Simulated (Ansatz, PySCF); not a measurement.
System: C4H5, charge 0, multiplicity 2. It need not be the lowest isomer of its formula. 
Coordinates optimised at B3LYP-D3(BJ)/def2-TZVP (Ansatz, an electronic-structure program):
SMILES: C1[C@]2C[C@@H]12
```xyz
9

C      0.0558     1.1575     0.2832
C      0.0638    -1.1629     0.2583
C      0.7649     0.0061    -0.3252
C     -0.6769     0.0017    -0.3769
H      0.0231     1.2812     1.3661
H      0.0625     2.0844    -0.2786
H      0.0320    -1.3100     1.3383
H      0.0768    -2.0775    -0.3233
H     -1.4401     0.0072    -1.1389
```
Charge 0, spin multiplicity 2.

Wanted: atomisation energy (electronic, to ground-state atoms), in kcal/mol. Correlated levels leave the core frozen unless marked. Open shells are spin-unrestricted. Spin-orbit coupling is left out. Non-relativistic. The coupled-cluster limit lacks core correlation, which all-electron functionals hold. CBS(X,Y): correlation extrapolated as X^-3; Hartree-Fock from the larger set. The bracket is a focal-point correction in the basis named.

```
level                                                     program  atomisation energy (kcal/mol)  minus last row
-------------------------------------------------  --------------  -----------------------------  --------------
PBE/def2-TZVPD                                             Ansatz                          896.3            33.3
PBE-D3(BJ)/def2-TZVPD                              Ansatz + dftd3                          899.7            36.7
BLYP/def2-TZVPD                                            Ansatz                          856.3            -6.7
TPSSh-D3(BJ)/def2-TZVPD                             PySCF + dftd3                          877.3            14.3
r2SCANh/def2-TZVPD                                         Ansatz                          869.9             6.9
r2SCAN0/def2-TZVPD                                         Ansatz                          863.0             0.0
HSE06/def2-TZVPD                                           Ansatz                          881.6            18.6
LC-wPBE-D4/def2-TZVPD                              Ansatz + dftd4                          880.0            17.0
B2GP-PLYP/def2-TZVPD                                       Ansatz                          853.8            -9.2
MP2/STO-3G                                                 Ansatz                          862.2            -0.8
MP2/cc-pVDZ                                                Ansatz                          815.7           -47.3
CCSD/6-31G                                                 Ansatz                          726.8          -136.2
CCSD(T)/cc-pVDZ                                            Ansatz                          797.6           -65.4
RI-MP2/CBS(cc-pVTZ,cc-pVQZ)+[CCSD(T)-MP2]/cc-pVDZ          Ansatz                          863.1             0.1
RI-MP2/CBS(cc-pVTZ,cc-pVQZ)+[CCSD(T)-MP2]/cc-pVTZ          Ansatz                          863.0             0.0
```
